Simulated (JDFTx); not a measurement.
System: hydrogen chloride, HCl (SMILES Cl), charge 0, multiplicity 1; geometry: optimised with GFN2-xTB in vacuum (no frequencies checked; largest PBE force component 0.5 eV/Å). Coordinates in Å:
```xyz
2

Cl     0.638     0.000     0.000
H     -0.638     0.000     0.000
```

Computed with JDFTx (a modified build): PBE, GBRV ultrasoft potentials, plane waves to 20/100 Ha. Liquid: CANDLE, water, 2 M NaF. The liquid run sits in a periodic box with 4.5 Å from the outermost atoms to the faces; the vacuum run is isolated. The box matters at about 0.01 eV. Solvation energy here means the total energy in the continuum liquid minus that in vacuum, same nuclei, nothing added for thermal motion or standard states.

The values are those of the intact species: the continuum can't coordinate to it or react with it. This is the neutral, undissociated acid.

| Item | Result |
|---|---|
| solvation energy | -2.1 kcal/mol |
| part: cavitation term of the fluid | 5.5 kcal/mol |
| part: dispersion term of the fluid | -4.1 kcal/mol |
| part: electrostatic term of the fluid | -4.7 kcal/mol |
| part: distortion of the solute's electrons | 1.1 kcal/mol |
| dipole moment in vacuum | 1.05 D |
| dipole moment in the liquid | 1.59 D |
| highest occupied level in vacuum (zero: vacuum level) | -8.03 eV |
| highest occupied level in the liquid (zero: bulk electrolyte) | -7.83 eV |
| volume of the model's cavity | 114.6 Å³ |
| rough cost, vacuum and liquid run | 90 s and 80 s of core time |
